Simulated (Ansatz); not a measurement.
I need a composite energy at a relaxed geometry of AlH2O, SMILES [OH][AlH]. Use Ansatz 0.2.0, Python API. Settings (for the species named): r2SCAN, def2-SVP basis, multiplicity 2, D4 dispersion.

```xyz
4

O     0.0206   -0.7795    0.8796
Al    0.3367    0.8043   -0.0570
H     0.3244   -1.4545    0.2955
H    -0.6261    1.3695   -1.1383
```

`run_composite.py`
```python
"""A composite energy for AlH2O: DFT geometry, MP2 basis limit, coupled-cluster correction."""

from dataclasses import dataclass

import ansatz as az
import numpy as np


@dataclass
class Options:
    basis_set: str = "def2-SVP"
    xc: str = "r2scan"
    dispersion: str = "d4"


opts = Options()

geometry_ang = [
    ("O", [0.0206, -0.7795, 0.8796]),
    ("Al", [0.3367, 0.8043, -0.057]),
    ("H", [0.3244, -1.4545, 0.2955]),
    ("H", [-0.6261, 1.3695, -1.1383]),
]
system = az.Crystal.molecule()
for symbol, xyz in geometry_ang:
    system = system.atom(symbol, xyz)

calculation = system.calculation()
calculation = calculation.basis(gaussian=opts.basis_set)
calculation = calculation.functional(opts.xc, dispersion=opts.dispersion)
calculation = calculation.spin("collinear", total=1)
symbols = [site.symbol for site in system.cartesian_sites]
start = np.array([site.position_ang for site in system.cartesian_sites], dtype=float)
summary = calculation.relax(force_tolerance=0.01, max_steps=100).run(threads=1).report
end = np.array(summary["positions_ang"])
print("final positions (A) and the move of each atom")
for symbol, xyz, old in zip(symbols, end, start):
    print(f"{symbol:2s} {xyz[0]:10.5f} {xyz[1]:10.5f} {xyz[2]:10.5f}   {np.linalg.norm(xyz - old):7.4f}")

minimum = az.Crystal.molecule()
for symbol, place in zip(symbols, end):
    minimum = minimum.atom(symbol, place.tolist())
at_minimum = minimum.calculation().spin("collinear", total=1)
# MP2 extrapolated to the basis limit, plus the small-basis difference CCSD(T) - MP2
level = lambda method, basis: at_minimum.basis(gaussian=basis).correlation(method).run(threads=1).report
small, large, cluster = level("mp2", "cc-pVDZ"), level("mp2", "cc-pVTZ"), level("ccsd_t", "cc-pVDZ")
corr = lambda each: (each["free_energy_ev"] - each["reference_energy_ev"]) / 27.211386246
mp2_limit = (27 * corr(large) - 8 * corr(small)) / 19
pieces = {"HF / cc-pVTZ": large["reference_energy_ev"] / 27.211386246, "MP2 correlation, DZ-TZ limit": mp2_limit, "CCSD(T) - MP2 / cc-pVDZ": corr(cluster) - corr(small)}
for name, value in pieces.items():
    print(f"{name:32s} {value:14.6f} Ha")
print(f"{'sum':32s} {sum(pieces.values()):14.6f} Ha")
print("T1 diagnostic", round(cluster["correlation"]["coupled_cluster"]["t1_diagnostic"], 4))
```

Output of `python run_composite.py`:
```text
final positions (A) and the move of each atom
O     0.38185   -0.69675    0.70927    0.4079
Al    0.21099    0.91750    0.17621    0.2881
H     0.05365   -1.49914    0.29133    0.2744
H    -0.59089    1.21819   -1.19702    0.1661
HF / cc-pVTZ                        -318.000554 Ha
MP2 correlation, DZ-TZ limit          -0.334710 Ha
CCSD(T) - MP2 / cc-pVDZ               -0.020653 Ha
sum                                 -318.355917 Ha
T1 diagnostic 0.0182
```

Notes:
- Total energies depend on the basis set; only differences at equal settings carry meaning.
- The sum leaves out core correlation, relativity, the Hartree-Fock basis error and zero-point energy; a DZ-TZ extrapolation is rough.
- The run takes the species as open-shell (spin multiplicity 2), which needn't be its ground state.
- Inner cores stay frozen, so this is valence correlation.
- For Al to Cl the sets with a tight d function, cc-pV(X+d)Z, are usual.
- An extrapolation from small basis sets is rough.
- Timing: 31 s on 1 thread of Arm Neoverse V1, with other jobs on the host, peak memory 0.21 GiB.
